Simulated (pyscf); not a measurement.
# Ring closure with loss of a group: H₃C–CH₂–NH• (SMILES CC[NH]) -> C₂H₅N (SMILES C1CN1) + H• (SMILES [H])

Gas phase, doublet surface, charge 0. Bonds broken: C1–H5. Bonds formed: C1–N3. Single points on ωB97X-D3(BJ)/def2-SVP structures (PySCF, gas phase). MP2 and CC: frozen core, UHF for open shells. ΔMP2 is the change of the MP2 total energy from the triple- to the quadruple-zeta basis.

Transition state (Å):

```xyz
9

C      0.1456    -0.6153     0.2705
C      0.4212     0.4544     1.2782
N     -0.8753    -0.1209     1.4604
H      0.3791    -1.6626     0.4798
H      1.5234    -0.5756    -0.5012
H     -0.3714    -0.3914    -0.6643
H      0.4323     1.4807     0.8900
H     -0.8087    -0.8355     2.1908
H      1.2210     0.2580     2.0057
```

One imaginary mode, 1355i cm⁻¹; descent along it reached the two sides named.

```
bond   change  reactant side (Å)  saddle  product side
-----  ------  -----------------  ------  ------------
C1–H5  breaks              1.101   1.580           3.7
C1–N3   forms              2.501   1.644         1.458
```

Electronic energies relative to the reactant's lowest minimum found (kcal/mol):

```
level                             barrier  reaction energy  reverse barrier
--------------------------------  -------  ---------------  ---------------
ωB97X-D3(BJ)/def2-TZVP               65.2            +50.5             14.7
PBE/def2-TZVP                        55.0            +47.2              7.9
r²SCAN/def2-TZVP                     59.7            +53.2              6.5
B3LYP-D3(BJ)/def2-TZVP               63.0            +54.5              8.6
PBE0-D3(BJ)/def2-TZVP                60.8            +49.9             11.0
M06-2X/def2-TZVP                     61.2            +46.4             14.8
ωB97M-D3(BJ)/def2-TZVP               64.1            +50.4             13.7
HF/def2-TZVP                         81.8            +56.8             25.0
MP2/def2-QZVPP                       60.6            +42.3             18.3
CCSD/def2-TZVPP                      67.0            +52.8             14.3
CCSD(T)/def2-TZVPP                   63.5            +50.8             12.7
CCSD(T)/def2-TZVPP + ΔMP2(QZVPP)     63.0            +50.6             12.4
```

With CCSD(T)/def2-TZVPP + ΔMP2(QZVPP) energies and thermal terms (ideal gas, 1 atm, RRHO with modes under 100 cm⁻¹ raised to 100, one conformer, R ln 2 for chiral ones without a mode under 150 cm⁻¹), in kcal/mol:

```
T (K)   ΔH‡   ΔG‡     ΔH     ΔG
-----  ----  ----  -----  -----
298    59.1  60.1  +46.6  +40.8
600    58.9  61.2  +46.9  +34.8
900    58.9  62.4  +47.2  +28.7
1200   58.7  63.5  +47.4  +22.5
```

The same reactants have a lower exit, to H₂C=NH + CH₃• (barrier +29.6 kcal/mol at ωB97M-D3(BJ)/def2-TZVP, against +64.1 kcal/mol here). H₃C–CH₂–NH• lies 8.9 kcal/mol over its isomer H₃C–CH•–NH₂ (electronic energy, ωB97M-D3(BJ)/def2-TZVP). cyclic C₂H₅N (SMILES C1CN1) lies 19.0 kcal/mol over its isomer H₃C–CH=NH (electronic energy, ωB97M-D3(BJ)/def2-TZVP). One saddle was located; it need not be the lowest between these sides. The CCSD(T) − MP2 part came from Ansatz, without density fitting, on the same reference.
